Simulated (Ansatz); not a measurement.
Heating and cooling a random packing of SiNi

A packing of 20 atoms, thrown in at random and pushed apart as soft spheres with like charges further apart (10 Ni, 10 Si) went through Langevin stages in a fixed cell of 13.46 Å³/atom, at one k point, without spin and with a Fermi–Dirac width of kT (0.05 eV at least). All numbers below come from DFT PBE, scalar-relativistic, plane waves, PAW (Ansatz).

```json
{"thermostat (K)": "2480", "duration (fs)": "72", "friction (1/fs)": "0.030", "cutoff (eV)": "320", "mean T (K)": "2329", "mean P (GPa)": "4.3", "mean square displacement (Å²)": "0.22"}
{"thermostat (K)": "2480", "duration (fs)": "555", "friction (1/fs)": "0.005", "cutoff (eV)": "420", "mean T (K)": "2945", "mean P (GPa)": "7.6", "mean square displacement (Å²)": "4.21"}
{"thermostat (K)": "1780", "duration (fs)": "564", "friction (1/fs)": "0.005", "cutoff (eV)": "420", "mean T (K)": "1900", "mean P (GPa)": "4.6", "mean square displacement (Å²)": "1.17"}
{"thermostat (K)": "990", "duration (fs)": "600", "friction (1/fs)": "0.015", "cutoff (eV)": "420", "mean T (K)": "887", "mean P (GPa)": "-4.1", "mean square displacement (Å²)": "0.31"}
{"thermostat (K)": "300", "duration (fs)": "300", "friction (1/fs)": "0.015", "cutoff (eV)": "420", "mean T (K)": "362", "mean P (GPa)": "-6.0", "mean square displacement (Å²)": "0.23"}
```

Means run over the second half of a stage; pressure includes the kinetic part; displacements count from the stage's start, the atoms' common shift taken off.

Cell and atoms were then relaxed on coarser meshes and computed once more: Plane waves to 420 eV, a k mesh through Γ of 5×5×5 on the computed 20-atom cell and Gaussian smearing (0.10 eV); no spin polarisation.

Task: What structure is left?

Result: One draw of many: 12.52 Å³/atom with no gap on the mesh, 0.33 eV/atom below the elements' standard states (static lattices, no corrections for gases) (a random packing after short dynamics, relaxed).

Counting as bonded all pairs within 1.2 times the summed covalent radii:

```json
{"atom → neighbour": "Ni → Ni", "mean count": "4.40", "mean length (Å)": "2.68", "spread (Å)": "0.14"}
{"atom → neighbour": "Ni → Si", "mean count": "5.80", "mean length (Å)": "2.39", "spread (Å)": "0.13"}
{"atom → neighbour": "Si → Ni", "mean count": "5.80", "mean length (Å)": "2.39", "spread (Å)": "0.13"}
{"atom → neighbour": "Si → Si", "mean count": "0.60", "mean length (Å)": "2.53", "spread (Å)": "0.05"}
```

Angles between all pairs of such bonds at an atom (mean ± spread): 97 ± 34° at Ni, 99 ± 31° at Si.

```
Si Ni
1.0
     6.35790   -0.15777   -0.09631
    -0.15419    6.28873    0.18211
    -0.09651    0.18404    6.27281
Si Ni
10 10
Direct
  0.99064 0.59458 0.25719
  0.78712 0.87004 0.50027
  0.05940 0.03960 0.79082
  0.75596 0.55329 0.74859
  0.42042 0.71152 0.34506
  0.18444 0.21800 0.22491
  0.21444 0.66102 0.72019
  0.40205 0.28272 0.57136
  0.71625 0.31388 0.08563
  0.58146 0.90259 0.95774
  0.20625 0.82580 0.05804
  0.15368 0.91874 0.45340
  0.66909 0.47556 0.39936
  0.71812 0.16090 0.71829
  0.88020 0.99256 0.14453
  0.05819 0.34395 0.54510
  0.37998 0.18990 0.92781
  0.53287 0.07091 0.31697
  0.47079 0.56424 0.98676
  0.04378 0.41228 0.93894
```

Spin polarisation was left out, and a magnetic state may lie lower.

Cost: 6 runs of about 53 core-minutes in all (earlier runs that led there not counted), on Intel Xeon Processor @ 2.70GHz (shared hosts).